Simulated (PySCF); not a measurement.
Species: thiohydroxylamine, H₃NS.
Structure used (PBE0-D3(BJ)/def2-SVP), in Å, numbered top down from 1:
```xyz
5
H3NS angstrom
N     -0.5272    0.1463    0.1237
S      0.9615   -0.4658   -0.4644
H     -1.1566   -0.6125    0.3724
H     -0.9725    0.7402   -0.5710
H      1.7697    0.0814    0.4771
```

Theory: core-valence-separated Tamm–Dancoff BHandHLYP/aug-pcX-1 (pcseg-1 on H, def2-SVPD on S) in PySCF, non-relativistic, gas phase, PBE0-D3(BJ)/def2-SVP geometry. The energies are unshifted.

The lowest roots of each edge with f over 0.003 (five at most, numbered afresh; weaker and dark ones are left out), with transition dipoles (au) in the frame of the coordinates:

```csv
root,edge,E (eV),f,μx,μy,μz
1,N,398.76,0.0341,0.0445,-0.0261,-0.0289
2,N,400.16,0.0301,0.0550,-0.0059,0.0023
3,N,401.09,0.0384,0.0069,0.0510,-0.0355
4,N,402.39,0.0135,0.0118,0.0189,0.0294
```

Task: Molecules are fixed in this frame and the field points along y. What effective strengths 3 f cos²θ do the roots have (θ between field and μ)?

Result: root 1 (N1): 0.020, root 2 (N1): 0.001, root 3 (N1): 0.077, root 4 (N1): 0.011. Root 3 is the strongest. Averaged over all orientations cos²θ is 1/3, which gives f back.

One conformer stands for the species.
